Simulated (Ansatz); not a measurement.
Input for Ansatz (development build ahead of 0.2.0):

```yaml
crystal:
  periodic: [false, false, false]
  atoms:
    - { symbol: "N", position_ang: [0.0, 0.0, -0.54213] }
    - { symbol: O, position_ang: [0.0, 0.0, 0.54213] }
basis:
  gaussian: { orbitals: cc-pVTZ }
total_charge: 1
magnetization:
  spin_polarized: true
hamiltonian:
  xc: hf
correlation:
  method: bccd_t
  frozen_orbitals: { "N": 1, O: 1 }
```

The input is written out in the form of the current development build from the run's settings.

Results

- Converged: yes
- Reference energy (starting determinant): -128.95839 hartree
- Correlation energy: -0.42489 hartree
- Total energy: -129.38328 hartree
